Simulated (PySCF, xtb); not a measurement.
Isomers of CH2BO+ in order of energy

3 gas-phase structures of CH2BO+, found in a search over its isomers (lower ones may exist). Each was relaxed with GFN2-xTB:

A. `[CH2+]B=O`, a singlet
B. a singlet given by its coordinates
C. `B1[CH+]O1`, a singlet

B (Å):

```xyz
5

C    -0.0525   -0.5723   -0.3895
B    -0.6893   -0.1353    0.9173
O     0.4144   -0.8901   -1.3436
H    -0.7667    1.0043    1.1656
H    -1.0930   -0.9447    1.6579
```

Close contacts (Å): C1–B2 1.52, C1–O3 1.11, B2–H4 1.17, B2–H5 1.17.

Problem. Which do you expect lowest at r2SCAN-D4/def2-SVP, and how would the others follow?

Solution. Calculated order at r2SCAN-D4/def2-SVP: B (0.0), C (8.0), A (12.3) kcal/mol.

Energies above the lowest of each column, in kcal/mol; the last columns are at PBE0-D3(BJ)/def2-SVP geometries:

```csv
structure,GFN2-xTB,HF/STO-3G,r2SCAN-D4/def2-SVP,PBE0-D3(BJ)/def2-SVP,CCSD(T)/def2-TZVPP
B,0.0,0.0,0.0,0.0,0.0
C,8.0,8.6,8.0,7.9,14.8
A,20.5,10.9,12.3,17.7,23.2
```

Every level run on B puts it lowest or level with the lowest. Flexible structures stand in one conformer each, not always the lowest. Large T1 diagnostics make some coupled-cluster values less sure.

Programs: PySCF 2.14.0, xtb 6.7.1.
